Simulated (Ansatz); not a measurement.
BH₄NSi (`B1N[SiH2]1`), relaxed with RKS PBE-D4/def2-SVP in Ansatz from a rough embedded geometry. The force threshold is 0.03 eV/Å; the program also tests the step.

The species carries charge 0 and has multiplicity 1.

Start:

```xyz
7

B     0.345   -1.044    0.067
N     1.055    0.287   -0.109
Si   -0.573    0.651    0.297
H     0.348   -2.171   -0.075
H     1.190    0.477   -1.127
H    -1.498    0.956   -0.818
H    -0.866    0.843    1.765
```

```csv
step,energy (eV),largest force (eV/Å),largest move (Å)
1,-10095.9084,3.549,0.000
2,-10096.6764,2.283,0.197
3,-10097.2228,1.655,0.196
4,-10097.4124,0.780,0.200
5,-10097.5211,0.809,0.128
6,-10097.5384,0.476,0.160
7,-10097.5633,0.288,0.132
8,-10097.5715,0.102,0.039
9,-10097.5722,0.025,0.010
```

End:

```xyz
7

B     0.277   -1.121   -0.064
N     0.800    0.119   -0.385
Si   -0.807    0.451    0.352
H     0.611   -2.279   -0.151
H     1.652    0.505   -0.805
H    -1.790    1.097   -0.586
H    -0.744    1.229    1.639
```

Hardware: 2 threads of an Arm Neoverse V1 on a shared host. Wall time 8.5 s, peak host memory 0.13 GiB.
